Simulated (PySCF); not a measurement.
Compound: F3H2P.
Structure used (GFN2-xTB), in Å, numbered top down from 1:
```
atom  x, y, z in Å
F1     1.3083    0.2236   -0.6667
P2    -0.0696   -0.0116    0.0319
F3    -0.2241    1.6347    0.2241
F4     0.1308   -1.6503   -0.1832
H5    -0.0018   -0.1715    1.3839
H6    -1.1404   -0.0228   -0.8115
```

A calculation gives these core lines: F 1s: 692.45 (area 2), 694.07 (area 1) eV; P 1s: 2155.94 eV; P 2p3/2: 141.63 eV.

Theory: delta-SCF UKS SCAN, pcX-2 on the ionised atom, pcseg-1 elsewhere, spin-free X2C (PySCF). Geometry: GFN2-xTB; no solvent, vibrations or thermal averaging.

Q: Assign the F 1s lines to atoms.

A: 692.45 eV: F3/F4 (phosphorus-bound fluorine); 694.07 eV: F1 (phosphorus-bound fluorine). Lowest listed F 1s: F3/F4, bonded to P. Highest, 1.62 eV above it: F1, bonded to P. Summing the Pauling electronegativity differences to the bonded atoms, each weighted by its formal bond order, gives -1.79 for the lowest site and -1.79 for the highest; the sum is the same at every site.

Bonded neighbours of each site: F1: P; P2: 3 F and 2 H; F3/F4: P.

Q: Which photon energy gives electrons from F 1s of F3/F4 a kinetic energy of 50 eV, and what is their de Broglie wavelength?

A: hν = 692.45 + 50 = 742.45 eV, recoil neglected; λ = 12.264 Å/√(E/eV) = 1.73 Å.

Atoms equivalent by their bonding share one computed value, that of the first of them. The 2p values aren't plain energy differences: one relaxed spin-free 2p hole is combined with a matrix within the shell (ground-state 2p orbital-energy differences and spin–orbit coupling). 2p3/2, the mean of its two sublevels, lies a third of the splitting below the shell's mean and 2p1/2 two thirds above it; the statistical areas are 2:1. 2p1/2 minus 2p3/2 (ligand field included): P 0.90 eV.
